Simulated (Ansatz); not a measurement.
Exact exchange and the electronic atomisation energy of NO2 (nitrogen dioxide)

The species is NO2 (3 atoms), meant as a doublet with charge 0. As SMILES, `[O]N=O`. Geometry: relaxed at PBE0-D4/def2-TZVP.

The electronic atomisation energy y, in eV, basis cc-pVTZ; a is the functional's share of exact exchange. Programs: Ansatz 0.2.0.

| functional | program | a | y (eV) |
| --- | --- | --- | --- |
| UPBE | Ansatz | 0 | 11.67 |
| UBLYP | Ansatz | 0 | 11.00 |
| UB3LYP | Ansatz | 0.2 | 10.07 |
| U-r2SCAN0 | Ansatz | 0.25 | ? |
| UPBE0 | Ansatz | 0.25 | 10.13 |
| UBHLYP | Ansatz | 0.5 | 8.21 |

Question: Fit y = c + s·a to the known rows and predict U-r2SCAN0.

Answer: 
1. Means of the 5 rows: a = 0.1900, y = 10.216.
2. Σ(Δa)² = 0.172, Σ(Δa·Δy) = -1.0537, so the slope is -1.0537/0.172 = -6.1262.
3. Intercept: 10.216 − (-6.1262) × 0.1900 = 11.380. The largest residual of the fit is 0.38.
4. U-r2SCAN0: 11.380 + (-6.1262) × 0.25 = 9.85 eV.

The run gave 9.13 eV, so the prediction is off by +0.72 eV, more than the largest residual. The rows mix families of semi-local functionals, which the line can't see.
